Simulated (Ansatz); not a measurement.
**H2O (triplet): wave-function methods side by side at distance H1–H2 along a hydrogen transfer = 1.103 Å, 6-31G**

Aim: climb from Hartree-Fock through coupled cluster and multireference methods for H2O (triplet) at one geometry and basis, and see what each rung misses.

Computed with Ansatz 0.2.0, Gaussian basis. Level: 6-31G, core rule «outside noble gas», up to 1 orbitals frozen.

To be run: UHF; CCSD(T) on ROHF; CCSD(T) on UHF; BCCD(T) on ROHF; CISD; CCSDT(Q) on ROHF; CCSDT(Q) on UHF; CISDTQ; CCSDTQ on ROHF; CCSDTQ on UHF; CASSCF and MRCISD+Q, 4 electrons in 4 orbitals; CASSCF and NEVPT2, 4 electrons in 4 orbitals; CASSCF and MRCISD+Q, 8 electrons in 6 orbitals; CASSCF and NEVPT2, 8 electrons in 6 orbitals; Full CI; Full CI in the symmetry of the determinant.

10 further runs of the same task are left out: 1 for a mislabelled method, 6 that didn't finish, 3 set aside as unsound or not needed.

### Step 1. The system

The geometry derives from fragments relaxed apart (PBE0/def2-TZVP) and kept rigid, so it is no stationary point. A hydrogen atom is moved between rigid fragments.

3 atoms, charge 0, spin multiplicity 3.

Atoms are counted from 1 here; the program's logs count them from 0.

Bond lengths: H2–O3 1.133 Å.

### Step 2. UHF

Input file in.yaml:

```yaml
crystal:
  periodic: [false, false, false]
  atoms:
    - {symbol: H, position_ang: [0.000000, 0.000000, -1.113000]}
    - {symbol: H, position_ang: [0.000000, 0.000000, -0.010000]}
    - {symbol: O, position_ang: [0.000000, 0.000000, 1.123000]}
basis:
  gaussian: {orbitals: 6-31G}
magnetization: {spin_polarized: true, initial_magnetization: 2}
hamiltonian: {xc: hf}
output: {orbitals: {seedname: orbitals}}
```

Launch:

```console
$ ansatz run in.yaml --threads 1 --pin off --events-out ev --progress --plain --max-ram 2393MiB
```

After this run come: CCSD(T) on ROHF; CCSD(T) on UHF; BCCD(T) on ROHF; CISD; CCSDT(Q) on ROHF; CCSDT(Q) on UHF; CISDTQ; CCSDTQ on ROHF; CCSDTQ on UHF; CASSCF and MRCISD+Q, 4 electrons in 4 orbitals; CASSCF and NEVPT2, 4 electrons in 4 orbitals; CASSCF and MRCISD+Q, 8 electrons in 6 orbitals; CASSCF and NEVPT2, 8 electrons in 6 orbitals; Full CI; Full CI in the symmetry of the determinant.

Q: Predict the results of all the runs planned. Wanted: FCI below the RHF energy; RMP2 from FCI; UMP2 from FCI; RCCSD from FCI; RCCSD(T) from FCI; UCCSD(T) from FCI; RCCSDT(Q) from FCI; UCCSDT(Q) from FCI; NEVPT2 pair from FCI.

The runs gave:

| quantity | value |
| --- | --- |
| FCI below the RHF energy | -3.2392 eV |
| RMP2 from FCI | +419.0 meV |
| UMP2 from FCI | +463.7 meV |
| RCCSD from FCI | +42.0 meV |
| RCCSD(T) from FCI | +14.5 meV |
| UCCSD(T) from FCI | +11.1 meV |
| RCCSDT(Q) from FCI | +0.4 meV |
| UCCSDT(Q) from FCI | +0.1 meV |
| NEVPT2 pair from FCI | +235.1 meV |
| MRCISD+Q pair from FCI | +32.0 meV |
| NEVPT2 valence from FCI | +399.0 meV |
| levels within 1 kcal/mol (43 meV) | RCCSD, UCCSD, RCCSD(T), UCCSD(T), BCCD(T), RCCSDT, UCCSDT, CISDTQ, RCCSDT(Q), UCCSDT(Q), RCCSDTQ, UCCSDTQ, MRCISD+Q pair, MRCISD+Q valence |
| T1 diagnostic | 0.033 |
| effectively unpaired electrons | 2.02 |

In words: RCCSD(T) lands +14.5 meV from the yardstick (0.4 % of the correlation energy). One determinant dominates. Of the multireference levels listed MRCISD+Q valence comes nearest in total energy (+28.6 meV), which doesn't show that its space is the better one. These misses are within one basis, not against nature; the frozen cores of restricted and unrestricted runs differ, which can shift their rows.
